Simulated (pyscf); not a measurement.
A first-order saddle from PySCF, ωB97X-D3(BJ)/def2-SVP:

```
Si
N 1 1.6869
H 2 1.0140 1 120.84
H 2 1.0170 3 116.94 1 -159.93
H 1 1.4887 2 104.45 3 21.70
N 1 1.8737 5 100.44 2 -117.55
H 6 1.0227 1 113.39 5 55.98
H 6 1.0229 7 109.80 1 128.08
H 6 1.0921 7 111.50 8 123.18
Cl 9 1.8555 6 141.92 7 121.11
Cl 1 2.0509 5 103.57 2 134.87
```
Charge 0, spin multiplicity 1.

Surface: singlet, charge 0. Lowest wavenumbers (cm⁻¹): 167i, 127, 169, 197, 213.

Q: Which two sides does it connect, and which bonds change?

A: H₂N–SiH(Cl)–Cl + ammonia (NH₃) ⇌ H₂N–SiH(NH₂)–Cl + hydrogen chloride (HCl), a four-centre exchange read from left to right: Cl–Si, H–N broken and N–Si, Cl–H formed. At ωB97M-D3(BJ)/def2-TZVP it lies +9.1 kcal/mol from the left side and +1.5 kcal/mol from the right (each side as separated species at their lowest minima found). On the reactant side the descent ends in an adduct with a N–Si contact (not fully relaxed), 3.0 kcal/mol over the separated species and 6.5 kcal/mol under the saddle at ωB97X-D3(BJ)/def2-TZVP. On the product side the descent ends in a complex, 7.9 kcal/mol under the separated species and 8.3 kcal/mol under the saddle at ωB97X-D3(BJ)/def2-TZVP. What is counted as formed (N–Si) is already present as a longer contact in the reactant adduct; forming that adduct is a step of its own. One saddle was located; it need not be the lowest between these sides.
